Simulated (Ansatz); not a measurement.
P4⁻, relaxed as a doublet with UKS B3LYP-D4/def2-TZVPD in Ansatz, starting from the GFN2-xTB geometry. Force threshold 0.02 eV/Å.

The highest occupied level of the charge -1 doublet lies above zero (up to 0.31 eV). By energy differences its removal costs 1.41 eV (vertical, to the charge 0 singlet, at CCSD(T)/def2-TZVPPD). The relaxation made no stability test and no search for a lower SCF solution. The structure comes from a short search, and lower isomers may exist.

Start:

| atom | x (Å) | y (Å) | z (Å) |
| --- | --- | --- | --- |
| P1 | 1.167 | -0.255 | -0.377 |
| P2 | -0.453 | 1.126 | -0.307 |
| P3 | 0.130 | 0.075 | 1.502 |
| P4 | -0.844 | -0.947 | -0.818 |

Task: Estimate the energy that the relaxation releases and the steps that it takes.

Result: 7.1 kJ/mol, in 4 steps; 11 s on 4 threads of Arm Neoverse V1 on a shared host. No frequencies were taken in this run, so the end may be a saddle point.

Task: Does the start keep its bonding and symmetry?

Result: By distances, no bond broke or formed. The bond that changes most is P2–P4, from 2.17 to 2.22 Å (atoms count from 1). Point group C2v at the start, C2v at the end, both within 0.05 Å.

Task: Predict the relaxed structure.

Result: 
```xyz
4

P     1.181   -0.265   -0.379
P    -0.466    1.139   -0.307
P     0.151    0.097    1.555
P    -0.867   -0.972   -0.870
```
Bond lengths: 5 × P–P 2.17 to 2.22 Å.
